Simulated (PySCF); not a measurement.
Species: C2H5F.
Atom-mapped SMILES: `[CH3:1][CH2:2][F:3]` (hydrogens: H4, H5, H6 on C1; H7, H8 on C2)

Method: PBE0-D3(BJ)/def2-SVP geometry optimisation, gas phase (PySCF).

Question: What internal coordinates does the optimisation give?

Answer: 
| bond | length (bohr) | order |
| --- | --- | --- |
| C1–C2 | 2.847 | single |
| C2–F3 | 2.597 | single |
| C1–H4, C1–H5, C1–H6 | 2.079 | single |
| C2–H7, C2–H8 | 2.087 | single |

Bonds in one row agree within 0.02 bohr and their mean is given. Orders are formal, as drawn. A selection of angles:
| angle | degrees |
| --- | --- |
| C2–C1–H4 | 110.5 |
| H4–C1–H5 | 108.3 |
| C1–C2–F3 | 110.3 |
| C1–C2–H7 | 111.1 |
| F3–C2–H7 | 108.2 |
| H7–C2–H8 | 107.8 |

Point group: Cs (every atom within 0.08 Å of its image). Stationary, but not proved a minimum.
